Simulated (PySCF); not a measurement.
These 2 structures share the formula C2H2F2O. Method: PySCF, PBE0-D3(BJ)/def2-SVP geometry optimisation, gas phase. Energies are electronic, without zero-point or thermal terms, for one conformer each. No frequencies were run at this level. Point groups hold within 0.08 Å.

Task: Rank from lowest to highest electronic energy at this level (kJ/mol).
A. `[O:1]=[CH:2][CH:3]([F:4])[F:5]` with O1–C2–C3–F4 -120°
B. `O1CC1(F)F`

Result: A (0.0), B (29.2).

As drawn, the lower has a C=O bond, which the higher lacks; the higher has a three-membered ring, which the lower lacks.

| SMILES | E (Eh) | E rel (kJ/mol) | dipole (D) | point group | A, B, C (MHz) |
| --- | --- | --- | --- | --- | --- |
| O=CC(F)F | -351.67197 | 0.0 | 0.48 | – | 9451, 3897, 3029 |
| FC1(F)CO1 | -351.66085 | 29.2 | 2.27 | Cs | 7998, 6020, 4477 |

Task: How do the relative energies change in single points at PBE0/pcSseg-1 (no added dispersion term) on the same geometries?

Result: 
```json
{"SMILES": "O=CC(F)F", "PBE0-D3(BJ)/def2-SVP (kJ/mol)": "0.0", "PBE0/pcSseg-1 (kJ/mol)": "0.0", "shift": "0.0"}
{"SMILES": "FC1(F)CO1", "PBE0-D3(BJ)/def2-SVP (kJ/mol)": "29.2", "PBE0/pcSseg-1 (kJ/mol)": "39.1", "shift": "+9.9"}
```

Each column counts from its own lowest isomer. The order is unchanged; the largest shift is 9.9 kJ/mol.
